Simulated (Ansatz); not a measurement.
The same path of BClH2 + H (5 atoms, charge 0, multiplicity 2) was run twice with different band settings. Lost on the way: B1–H2. Made: H2–H5.

These are results of Ansatz, UKS PBE0-D4/def2-SVP, not measurements.

Relaxed end points:

```xyz
5
Properties=species:S:1:pos:R:3
B -0.006 0.000 -0.325
H 0.015 0.000 0.877
H 0.985 0.000 -1.006
Cl -1.553 0.000 -1.118
H -0.020 0.000 3.887
```

```xyz
5
Properties=species:S:1:pos:R:3
B -0.074 0.000 -0.661
H 0.030 0.000 2.462
H 0.989 0.000 -1.232
Cl -1.585 0.000 -1.477
H 0.059 0.000 3.224
```

Common settings: movable images 5; climbing image yes; spring 5.0 eV/Å²; start path through a guess of the saddle point; force threshold 0.05 eV/Å; iteration limit 60; end points relaxed.

| run | optimiser |
| --- | --- |
| 1 | quadratic models (default) |
| 2 | lbfgs |

(1) What does each run give, and how far can it be trusted?

## Answers

(1) Run 1: converged after 7 iterations, highest image 0.358 eV above the first end. A vibrational analysis at the climbing image gives 2 clearly imaginary modes (922i, 384i cm⁻¹): a point of higher order. A lower path may pass nearby, or the ends, which weren't checked, may share the extra mode.
Run 2: converged after 13 iterations, highest image 0.359 eV above the first end. Another band between the same ends (5 images) ends at a top of the same energy, where a vibrational analysis finds 2 clearly imaginary modes.
